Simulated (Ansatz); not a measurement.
Results of r²SCAN (Ansatz, a quantum-chemistry and plane-wave program, plane waves, PAW) for fcc Al.

Numerical settings: plane-wave cutoff 500 eV, 20×20×1 k mesh (along the axes of the cell as run), Fermi–Dirac smearing 0.1 eV, scalar-relativistic PAW data made under PBE.

**Question.** Give the computed surface energy of the (100) face and work function of the (100) face.

**Answer.** 
* **surface energy of the (100) face**: 1.08 J/m²
* **work function of the (100) face**: 4.31 eV

The slab of 8 atoms is relaxed and unreconstructed.

Computed values are for the static lattice.

The result took around 100 core-seconds (rough).
